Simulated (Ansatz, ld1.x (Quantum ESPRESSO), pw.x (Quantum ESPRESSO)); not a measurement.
## Al (sc): variants of one TM potential in the solid

Al (Z = 13), norm-conserving Troullier–Martins (Kleinman–Bylander form), made with ld1.x (Quantum ESPRESSO) 7.5 (LDA (PW92), scalar-relativistic). Core [Ne], reference 3s1.5 3p0 (charge +1.5). Waves: 3s (bound): rc 2.00 bohr; 3d channel at 0.4 Ry: rc 1.85 bohr; 3p (bound, empty): rc 1.75 bohr. Local part: the p channel. Core correction: Bessel-smoothed model core, default radius (core density twice the valence density).

Crystal test: sc Al in pw.x 7.5, no spin, 12³ k-points, Fermi–Dirac smearing 0.01 Ry, cutoffs set for each file from its atomic test. The reference is all-electron LAPW (Ansatz 0.2.0) with the same functional, mesh and smearing; V0 and B0 come from Birch–Murnaghan fits to the pressures at five volumes. Errors are pseudo minus all-electron; Δ is the rms difference of the E(V) curves that follow from these fits, minima aligned, over ±6 % about the mean V0. Mesh and smearing are coarse, so the numbers serve the comparison and aren't converged zero-temperature values; the lattice is a test structure that the element need not adopt.

All-electron: a0 = 2.683 Å (V0 = 19.31 Å³/atom), B0 = 60.7 GPa.

| change | cutoffs (Ry) | pw.x | a0 (Å) | a0 error (%) | B0 error (%) | Δ (meV/atom) | mean pressure error (GPa) |
| --- | --- | --- | --- | --- | --- | --- | --- |
| base | 50/200 | converged | 2.675 | -0.32 | +1.9 | 2.4 | -0.58 |
| reference 3s2 3p1 | 50/200 | converged | 2.679 | -0.15 | +0.8 | 1.2 | -0.28 |
| wave 3p (bound): rc 1.75 bohr becomes 3p (bound): rc 2.62 bohr | 50/200 | converged | 2.677 | -0.22 | +1.2 | 1.7 | -0.41 |
| wave 3d channel at 0.4 Ry: rc 1.85 bohr becomes 3d channel at 0.4 Ry: rc 2.62 bohr | 50/200 | converged | 2.676 | -0.26 | +1.6 | 2.0 | -0.48 |
| all radii but the core radius scaled by about 1.39 (s 2.78, p 2.44, d 2.58 bohr) | 50/200 | converged | 2.673 | -0.39 | +2.0 | 3.0 | -0.72 |
| core correction Bessel-smoothed model core inside 0.82 bohr | 50/200 | converged | 2.675 | -0.31 | +1.8 | 2.4 | -0.58 |
